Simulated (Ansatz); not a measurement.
C3H6O3 (`O=C(O)CCO`), relaxed with RKS PBE0-D4/def2-TZVP in Ansatz 0.2.0 from a PBE-D4/def2-SVP geometry. The force threshold is 0.005 eV/Å; the program also tests the step.

Total charge 0; spin multiplicity 1.

Start:

```xyz
12

O     0.046    1.018    1.795
C    -0.258    1.065    0.620
O    -1.293    1.810    0.154
C     0.457    0.316   -0.490
C     0.623   -1.164   -0.130
O    -0.617   -1.823    0.035
H    -1.675    2.247    0.947
H     1.459    0.782   -0.613
H    -0.084    0.444   -1.449
H     1.274   -1.659   -0.892
H     1.142   -1.232    0.848
H    -1.076   -1.804   -0.825
```

By how much does the energy fall, and how many steps does the optimiser take? (Best estimate.)

Computed: 0.06 eV, in 15 steps, 1 of them rejected.

Which bonds change most? (Best estimate.)

Computed: C5–H10 from 1.117 to 1.097 Å; C5–H11 from 1.109 to 1.091 Å; C4–H9 from 1.109 to 1.092 Å; C4–H8 from 1.112 to 1.094 Å.

Give the relaxed structure. (Best estimate.)

Ansatz gave: 
```xyz
12

O     0.125    1.104    1.757
C    -0.232    1.074    0.612
O    -1.321    1.724    0.171
C     0.474    0.322   -0.483
C     0.612   -1.149   -0.125
O    -0.635   -1.789    0.013
H    -1.705    2.169    0.941
H     1.471    0.760   -0.588
H    -0.051    0.449   -1.432
H     1.239   -1.648   -0.874
H     1.106   -1.239    0.844
H    -1.084   -1.777   -0.837
```
